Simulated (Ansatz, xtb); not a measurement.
**C3H6F2O: which of two isomers lies lower**

Structure a: `CC(F)(F)CO`, a singlet. Structure b: `C[C@H](O)C(F)F`, a singlet. Both are isolated molecules in the gas phase, relaxed with B3LYP-D3(BJ)/def2-SVP, each in the lowest conformer that the search found.

**Question.** Estimate which is lower in electronic energy at CCSD(T)/def2-SVP + ΔMP2/def2-TZVPP, and by roughly how much.

**Answer.** The CCSD(T)/def2-SVP + ΔMP2/def2-TZVPP calculation puts structure a lower, by 12.6 kJ/mol.

Level by level:

```json
{"level": "GFN2-xTB", "geometry": "GFN2-xTB", "E(b) − E(a) (kJ/mol)": "+7.0", "departure from the last row (kJ/mol)": "−5.6", "job, with rough time for the two": "optimisation, 0.19 s"}
{"level": "HF/STO-3G", "geometry": "GFN2-xTB", "E(b) − E(a) (kJ/mol)": "+11.2", "departure from the last row (kJ/mol)": "−1.4", "job, with rough time for the two": "single point, 0.53 s"}
{"level": "r2SCAN-D4/def2-SVP", "geometry": "GFN2-xTB", "E(b) − E(a) (kJ/mol)": "+15.8", "departure from the last row (kJ/mol)": "+3.3", "job, with rough time for the two": "single point, 3.9 s"}
{"level": "B3LYP-D3(BJ)/def2-SVP", "geometry": "B3LYP-D3(BJ)/def2-SVP", "E(b) − E(a) (kJ/mol)": "+14.0", "departure from the last row (kJ/mol)": "+1.4", "job, with rough time for the two": "optimisation, 41 s"}
{"level": "HF/def2-SVP", "geometry": "B3LYP-D3(BJ)/def2-SVP", "E(b) − E(a) (kJ/mol)": "+14.0", "departure from the last row (kJ/mol)": "+1.4", "job, with rough time for the two": "part of the CCSD(T) run"}
{"level": "MP2/def2-SVP", "geometry": "B3LYP-D3(BJ)/def2-SVP", "E(b) − E(a) (kJ/mol)": "+13.1", "departure from the last row (kJ/mol)": "+0.5", "job, with rough time for the two": "part of the CCSD(T) run"}
{"level": "CCSD(T)/def2-SVP", "geometry": "B3LYP-D3(BJ)/def2-SVP", "E(b) − E(a) (kJ/mol)": "+13.4", "departure from the last row (kJ/mol)": "+0.8", "job, with rough time for the two": "single point"}
{"level": "CCSD(T)/def2-SVP + ΔMP2/def2-TZVPP", "geometry": "B3LYP-D3(BJ)/def2-SVP", "E(b) − E(a) (kJ/mol)": "+12.6", "departure from the last row (kJ/mol)": "", "job, with rough time for the two": "single point, 48 s"}
```

As drawn, both hold the same kinds of bond in the same numbers.

None of the levels shown reverses the order. The largest departure from CCSD(T)/def2-SVP + ΔMP2/def2-TZVPP is that of GFN2-xTB, 5.6 kJ/mol. The last row adds to CCSD(T) the change of the MP2 difference between the two basis sets, here −0.8 kJ/mol.

With thermal terms from frequencies at re-optimised GFN2-xTB minima (ideal gas, soft modes damped towards free rotors, one conformer each, 298.15 K, 1 atm): the zero-point term adds +1.7 kJ/mol; ΔH is +14.0 and ΔG +14.1 kJ/mol.

The correlated steps freeze 6 core orbitals. Mirror images aren't counted in ΔG. Programs: Ansatz 0.2.0, xtb 6.7.1; the last row on 2 threads of Intel(R) Xeon(R) Processor @ 2.70GHz on a shared host.
